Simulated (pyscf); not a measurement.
**Four-centre exchange: `[O]=[Mo](=[O])([F])[F]` + `[H][H]` -> `[O]=[MoH](=[O])[F]` + `[FH]`**

Gas phase, singlet surface, charge 0. Bonds broken: Mo2–F4, H6–H7. Bonds formed: Mo2–H6, F4–H7. PySCF, gas phase, ωB97X-D3(BJ)/def2-SVP geometries.

Transition state (Å):

```xyz
7

O      1.3909    -0.0695     0.4421
Mo    -0.0390     0.2609    -0.3234
O     -0.4738     1.8031     0.0916
F     -1.4448    -1.2340    -0.8727
F      0.3076     0.2619    -2.1353
H     -1.0585    -0.4968     1.0592
H     -1.4434    -1.0215     0.2781
```

One imaginary mode, 936i cm⁻¹; descent along it reached the two sides named, in the forms told below.

| bond | change | reactant side (Å) | saddle | product side |
|---|---|---|---|---|
| Mo2–F4 | breaks | 1.841 | 2.124 | 2.530 |
| H6–H7 | breaks | 0.760 | 1.017 | 3.0 |
| Mo2–H6 | forms | 3.3 | 1.878 | 1.701 |
| F4–H7 | forms | 2.7 | 1.170 | 0.933 |

Electronic energies relative to the separated reactants (kJ/mol):

```json
[
 {"level": "ωB97X-D3(BJ)/def2-TZVP", "barrier": "139.5", "reaction energy": "+110.8", "reverse barrier": "28.6"},
 {"level": "PBE/def2-TZVP", "barrier": "125.9", "reaction energy": "+119.8", "reverse barrier": "6.1"},
 {"level": "r²SCAN/def2-TZVP", "barrier": "132.4", "reaction energy": "+128.4", "reverse barrier": "4.0"},
 {"level": "B3LYP-D3(BJ)/def2-TZVP", "barrier": "139.6", "reaction energy": "+113.0", "reverse barrier": "26.7"},
 {"level": "PBE0-D3(BJ)/def2-TZVP", "barrier": "129.3", "reaction energy": "+105.9", "reverse barrier": "23.3"},
 {"level": "M06-2X/def2-TZVP", "barrier": "142.9", "reaction energy": "+100.6", "reverse barrier": "42.4"},
 {"level": "ωB97M-D3(BJ)/def2-TZVP", "barrier": "138.9", "reaction energy": "+102.4", "reverse barrier": "36.5"}
]
```

With ωB97M-D3(BJ)/def2-TZVP energies and thermal terms (ideal gas, 1 atm, RRHO with modes under 100 cm⁻¹ raised to 100, one conformer, R ln 2 for chiral ones without a mode under 150 cm⁻¹), in kJ/mol:

| T (K) | ΔH‡ | ΔG‡ | ΔH | ΔG |
|---|---|---|---|---|
| 298 | 143.5 | 177.6 | +111.1 | +102.3 |
| 600 | 139.2 | 214.0 | +108.5 | +94.4 |
| 900 | 138.0 | 251.7 | +106.7 | +87.8 |
| 1200 | 138.4 | 289.6 | +105.6 | +81.7 |

On the product side the descent ends in a complex (not fully relaxed), 29.4 kJ/mol under the separated species and 58.0 kJ/mol under the saddle at ωB97X-D3(BJ)/def2-TZVP. One saddle was located; it need not be the lowest between these sides. Elements past Kr carry the def2 core potentials, without spin-orbit coupling.
